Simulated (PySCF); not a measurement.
# OH⁺: frontier orbitals

B3LYP at R = 1.041 Å; PySCF, no relativity, basis sets H def2-SVP, O def2-SVP. State: ³Σ⁻ (triplet), unpaired electrons π ↑↑. Only the outer orbitals are listed, counted within each symmetry.

```
spin  orbital  occ.  ε (eV)  on H (%)         main shells (%)
   α       2σ     1  -42.07         9                  89 O s
   α       3σ     1  -26.61        18          74 O p, 18 H s
   α       1π     1  -25.82         1                  99 O p
   α       1π     1  -25.82         1                  99 O p
   α       4σ     0   -8.79        98                  96 H s
   α       5σ     0    3.50        91           89 H s, 8 O p
   α       2π     0   10.60         3                  97 O p
   β       2σ     1  -37.95        14          83 O s, 12 H s
   β       3σ     1  -25.09        19  69 O p, 18 H s, 12 O s
   β       1π     0  -17.54         1                  99 O p
   β       1π     0  -17.54         1                  99 O p
   β       4σ     0   -8.31        94          92 H s, 10 O p
```

Q: Which are the highest filled and the lowest empty level, where do they sit, and how wide is the gap?

A: Highest filled β 3σ at -25.09 eV (in %: 69 O p, 18 H s, 12 O s); lowest empty β 1π at -17.54 eV (in %: 99 O p); the gap at B3LYP is 7.55 eV.

The bond order (Mayer) is 0.85. The ⟨S²⟩ is 2.005, the charge on H (Mulliken, basis-dependent) is 0.39 and the charge on H (Löwdin, basis-dependent) is 0.26. The dipole moment (positive dipole points towards O; it is taken about the centre of mass and depends on that origin) is -2.36 D and the polarisability along the bond is 4.4 bohr³. The polarisability across the bond is 2.4 bohr³.

The state is the lowest determinant that a PBE0 search found; another state may lie lower at other levels.
